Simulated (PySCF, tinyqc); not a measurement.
Inside a calculation. Method: CIS on RHF in the sto-3g basis, frozen core, for HF, spin multiplicity 1. The lowest restricted solution is unstable here: a spin-polarised one lies 0.0110 hartree lower (PySCF). Computed by tinyqc, a small Python program that keeps every step (integrals from PySCF). Settings: charge = 0, multiplicity = 1, basis = sto-3g, method = RHF, frozen orbitals = 1, energy threshold = 1e-10, iteration cap = 90, orthogonalisation = symmetric, start = core, DIIS depth = 6. Command: `OMP_NUM_THREADS=1 python tinyqc.py 21702 21703 out.jsonl` (the two numbers bound the seeds that draw the settings). One thread of a shared host (Intel(R) Xeon(R) Processor @ 2.60GHz), about 0.07 s of CPU time with the checks. The early iterations of the SCF are left out here.

## One-electron integrals

Geometry (angstrom):
```
atom        x        y        z
F     0.00000  0.00000  0.00000
H     0.00000  0.00000  1.31200
```

Basis sto-3g: exponents (1/bohr^2) and contraction coefficients of normalised primitives:
```
element  l (shell)   exponent  coefficient
F            s (1)  166.67913      0.15433
F            s (1)   30.36081      0.53533
F            s (1)    8.21682      0.44463
F            s (2)    6.46480     -0.09997
F            s (2)    1.50228      0.39951
F            s (2)    0.48859      0.70012
F            p (3)    6.46480      0.15592
F            p (3)    1.50228      0.60768
F            p (3)    0.48859      0.39196
H            s (1)    3.42525      0.15433
H            s (1)    0.62391      0.53533
H            s (1)    0.16886      0.44463
```

Overlap, kinetic and nuclear-attraction integrals over the contracted functions; the nuclear repulsion is the sum of Za Zb / Rab.

nuclear repulsion = 3.6300266 hartree

overlap S, lower triangle:
```
          1F 1s    1F 2s   1F 2px   1F 2py   1F 2pz    2H 1s
1F 1s   1.00000
1F 2s   0.23799  1.00000
1F 2px  0.00000  0.00000  1.00000
1F 2py  0.00000  0.00000  0.00000  1.00000
1F 2pz  0.00000  0.00000  0.00000  0.00000  1.00000
2H 1s   0.01942  0.23214  0.00000  0.00000  0.20785  1.00000
```

kinetic energy T (hartree), lower triangle:
```
           1F 1s    1F 2s   1F 2px   1F 2py   1F 2pz    2H 1s
1F 1s   36.98458
1F 2s   -0.21286  1.03800
1F 2px   0.00000  0.00000  3.24801
1F 2py   0.00000  0.00000  0.00000  3.24801
1F 2pz   0.00000  0.00000  0.00000  0.00000  3.24801
2H 1s   -0.00636  0.00314  0.00000  0.00000  0.06108  0.76003
```

nuclear attraction V (hartree), lower triangle:
```
            1F 1s      1F 2s     1F 2px     1F 2py     1F 2pz     2H 1s
1F 1s   -77.41292
1F 2s    -9.27280  -11.94443
1F 2px    0.00000    0.00000  -11.83697
1F 2py    0.00000    0.00000    0.00000  -11.83697
1F 2pz   -0.00736   -0.09180    0.00000    0.00000  -11.88196
2H 1s    -0.77468   -1.93782    0.00000    0.00000   -1.47509  -4.82440
```

core Hamiltonian H = T + V (hartree), lower triangle:
```
            1F 1s      1F 2s    1F 2px    1F 2py    1F 2pz     2H 1s
1F 1s   -40.42834
1F 2s    -9.48566  -10.90643
1F 2px    0.00000    0.00000  -8.58895
1F 2py    0.00000    0.00000   0.00000  -8.58895
1F 2pz   -0.00736   -0.09180   0.00000   0.00000  -8.63395
2H 1s    -0.78104   -1.93469   0.00000   0.00000  -1.41400  -4.06437
```

## Two-electron integrals

Functions are numbered as in S; the eight-fold symmetry (ij|kl) = (ji|kl) = (kl|ij) leaves the list below.

Two-electron integrals (ij|kl) in chemists' order, unique and non-zero (hartree):
```
(11|11) 5.40350   (21|11) 0.84192   (21|21) 0.15630   (22|11) 1.26803
(22|21) 0.29234   (22|22) 0.92617   (31|31) 0.02800   (32|31) 0.04317
(32|32) 0.20459   (33|11) 1.26450   (33|21) 0.29240   (33|22) 0.92596
(33|33) 0.99751   (41|41) 0.02800   (42|41) 0.04317   (42|42) 0.20459
(43|43) 0.05377   (44|11) 1.26450   (44|21) 0.29240   (44|22) 0.92596
(44|33) 0.88997   (44|44) 0.99751   (51|51) 0.02800   (52|51) 0.04317
(52|52) 0.20459   (53|53) 0.05377   (54|54) 0.05377   (55|11) 1.26450
(55|21) 0.29240   (55|22) 0.92596   (55|33) 0.88997   (55|44) 0.88997
(55|55) 0.99751   (61|11) 0.06950   (61|21) 0.01281   (61|22) 0.02384
(61|33) 0.02381   (61|44) 0.02381   (61|51) 0.00050   (61|52) 0.00094
(61|55) 0.02391   (61|61) 0.00106   (62|11) 0.19777   (62|21) 0.04630
(62|22) 0.16642   (62|33) 0.16392   (62|44) 0.16392   (62|51) 0.00311
(62|52) 0.02561   (62|55) 0.17125   (62|61) 0.00385   (62|62) 0.03867
(63|31) 0.00458   (63|32) 0.02817   (63|53) 0.00521   (63|63) 0.00544
(64|41) 0.00458   (64|42) 0.02817   (64|54) 0.00521   (64|64) 0.00544
(65|11) 0.14376   (65|21) 0.03406   (65|22) 0.13121   (65|33) 0.12586
(65|44) 0.12586   (65|51) 0.00655   (65|52) 0.04694   (65|55) 0.14175
(65|61) 0.00293   (65|62) 0.03757   (65|65) 0.04176   (66|11) 0.39965
(66|21) 0.09505   (66|22) 0.39506   (66|33) 0.38368   (66|44) 0.38368
(66|51) 0.00690   (66|52) 0.08177   (66|55) 0.41751   (66|61) 0.00793
(66|62) 0.12524   (66|65) 0.14262   (66|66) 0.77461
```

## Orthogonalisation

S = U s U^T; symmetric (Loewdin) form X = U s^(-1/2) U^T, so that X^T S X = 1.

eigenvalues of S: 0.64056  0.85632  1.00000  1.00000  1.12545  1.37767

X, lower triangle:
```
           1F 1s     1F 2s   1F 2px   1F 2py    1F 2pz    2H 1s
1F 1s    1.02253
1F 2s   -0.12613   1.04511
1F 2px   0.00000   0.00000  1.00000
1F 2py   0.00000   0.00000  0.00000  1.00000
1F 2pz  -0.00237   0.02002  0.00000  0.00000   1.01746
2H 1s    0.01256  -0.12650  0.00000  0.00000  -0.11083  1.03960
```

## Iteration 7 (converged): orbitals

converged F (hartree), lower triangle:
```
            1F 1s     1F 2s    1F 2px    1F 2py    1F 2pz     2H 1s
1F 1s   -25.92078
1F 2s    -6.62596  -3.01460
1F 2px    0.00000   0.00000  -0.46422
1F 2py    0.00000   0.00000   0.00000  -0.46422
1F 2pz   -0.01371  -0.01556   0.00000   0.00000  -0.19861
2H 1s    -0.55256  -0.56224   0.00000   0.00000  -0.39833  -0.25248
```

Diagonalise F' = X^T F X, C = X C', fill 5 alpha and 5 beta electrons from the bottom; D = 2 C_occ C_occ^T. Each column has its largest component positive (the first on a tie).

F' = X^T F X (hartree), lower triangle:
```
           1         2         3         4         5         6
1  -25.45303
2   -3.38970  -1.82981
3    0.00000   0.00000  -0.46422
4    0.00000   0.00000   0.00000  -0.46422
5   -0.02911   0.05077   0.00000   0.00000  -0.11796
6   -0.02681  -0.27820   0.00000   0.00000  -0.38558  -0.08174
```

orbital energies (hartree): MO1 -25.92998, MO2 -1.40919, MO3 -0.46422, MO4 -0.46422, MO5 -0.46289, MO6 0.31951

coefficients C:
```
             MO1       MO2       MO3      MO4       MO5       MO6
1F 1s    0.99501  -0.25955   0.00000  0.00000   0.04469   0.04718
1F 2s    0.02038   1.00397   0.00000  0.00000  -0.22687  -0.25441
1F 2px   0.00000   0.00000  -0.70151  0.71266   0.00000   0.00000
1F 2py   0.00000   0.00000   0.71266  0.70151   0.00000   0.00000
1F 2pz   0.00105   0.01761   0.00000  0.00000   0.68539  -0.76016
2H 1s   -0.00264   0.08782   0.00000  0.00000   0.60921   0.85460
```

D after iteration 7, lower triangle:
```
           1F 1s     1F 2s   1F 2px   1F 2py   1F 2pz    2H 1s
1F 1s    2.11883
1F 2s   -0.50087   2.11967
1F 2px   0.00000   0.00000  2.00000
1F 2py   0.00000   0.00000  0.00000  2.00000
1F 2pz   0.05422  -0.27558  0.00000  0.00000  0.94015
2H 1s    0.00361  -0.10018  0.00000  0.00000  0.83818  0.75771
```

Within a degenerate level the vectors are fixed only up to a rotation; this is one choice.

## Convergence

Stop when the energy changes by less than 1e-10 hartree and every element of the error matrix X^T (F D S - S D F) X is below 3e-06.

Course of the cycle:
```
iteration  E (hartree)     change  largest element of the error matrix
1          -97.9011371          -                             4.12e-01
2          -98.4629802  -5.62e-01                             1.51e-01
3          -98.4836862  -2.07e-02                             2.98e-02
4          -98.4843012  -6.15e-04                             1.26e-03
5          -98.4843026  -1.42e-06                             4.32e-05
6          -98.4843026  -1.09e-09                             4.05e-07
7          -98.4843026  -1.42e-13                             3.29e-09
```

PySCF RHF in the same basis = -98.4843026 hartree

Converged in 7 iterations.

## Integrals over molecular orbitals

(pq|rs) = sum C_ip C_jq C_kr C_ls (ij|kl), one index at a time.

one-electron integrals over orbitals h = C^T H C (hartree), lower triangle:
```
           1         2         3         4         5         6
1  -40.41116
2    0.72527  -9.12022
3    0.00000   0.00000  -8.58895
4    0.00000   0.00000   0.00000  -8.58895
5   -0.11749   0.46116   0.00000   0.00000  -6.67454
6   -0.12921   0.71108   0.00000   0.00000   2.32642  -5.94518
```

Two-electron integrals over orbitals (pq|rs), unique and non-zero (hartree); the lowest 1 orbital is frozen and left out:
```
(22|22) 0.87649    (32|32) 0.19044    (33|22) 0.89756    (33|33) 0.99751
(42|42) 0.19044    (43|43) 0.05377    (44|22) 0.89756    (44|33) 0.88997
(44|44) 0.99751    (52|22) -0.04566   (52|33) -0.06172   (52|44) -0.06172
(52|52) 0.13005    (53|32) -0.02517   (53|53) 0.03381    (54|42) -0.02517
(54|54) 0.03381    (55|22) 0.67977    (55|33) 0.66582    (55|44) 0.66582
(55|52) -0.01077   (55|55) 0.66277    (62|22) -0.07703   (62|33) -0.07666
(62|44) -0.07666   (62|52) -0.08058   (62|55) -0.02077   (62|62) 0.09130
(63|32) -0.02574   (63|53) -0.02315   (63|63) 0.02866    (64|42) -0.02574
(64|54) -0.02315   (64|64) 0.02866    (65|22) -0.24832   (65|33) -0.25443
(65|44) -0.25443   (65|52) 0.07514    (65|55) -0.08925   (65|62) 0.03260
(65|65) 0.24081    (66|22) 0.63171    (66|33) 0.61733    (66|44) 0.61733
(66|52) 0.04158    (66|55) 0.64119    (66|62) -0.05042   (66|65) -0.02795
(66|66) 0.66532
```

## CIS matrix, singlets

A(ia,jb) = (e_a - e_i) d_ij d_ab + 2 (ia|jb) - (ij|ab).

CIS matrix A, singlet (hartree), lower triangle:
```
         2>6      3>6      4>6      5>6
2>6  1.27960
3>6  0.00000  0.22372
4>6  0.00000  0.00000  0.22372
5>6  0.02362  0.00000  0.00000  0.62282
```

## CIS singlet states

dipole integrals <i|r|a> (bohr):
```
            x         y         z
2>6   0.00000   0.00000  -0.09248
3>6   0.01312  -0.01333   0.00000
4>6  -0.01333  -0.01312   0.00000
5>6   0.00000   0.00000   1.26213
```

Diagonalise A (1 hartree = 27.211386 eV); each vector has its largest component positive (the first on a tie). The transition dipole is mu = sqrt2 sum c_ia <i|r|a>.

singlet excitation energies (eV): 6.08765  6.08765  16.92476  34.84278

lowest vectors:
```
      state 1  state 2   state 3  state 4
2>6   0.00000  0.00000  -0.03590  0.99936
3>6  -0.12144  0.99260   0.00000  0.00000
4>6   0.99260  0.12144   0.00000  0.00000
5>6   0.00000  0.00000   0.99936  0.03590
```

oscillator strengths 2/3 w |mu|^2: 0.00010  0.00010  1.32631  0.00379

Within a degenerate level the vectors are fixed only up to a rotation; this is one choice.

## CIS matrix, triplets

A(ia,jb) = (e_a - e_i) d_ij d_ab - (ij|ab).

CIS matrix A, triplet (hartree), lower triangle:
```
          2>6      3>6      4>6      5>6
2>6   1.09699
3>6   0.00000  0.16640
4>6   0.00000  0.00000  0.16640
5>6  -0.04158  0.00000  0.00000  0.14121
```

## CIS triplet states

Diagonalise A (1 hartree = 27.211386 eV); each vector has its largest component positive (the first on a tie).

triplet excitation energies (eV): 3.79332  4.52806  4.52806  29.89987

lowest vectors:
```
     state 1   state 2  state 3   state 4
2>6  0.04338   0.00000  0.00000   0.99906
3>6  0.00000  -0.35838  0.93357   0.00000
4>6  0.00000   0.93357  0.35838   0.00000
5>6  0.99906   0.00000  0.00000  -0.04338
```

Within a degenerate level the vectors are fixed only up to a rotation; this is one choice.
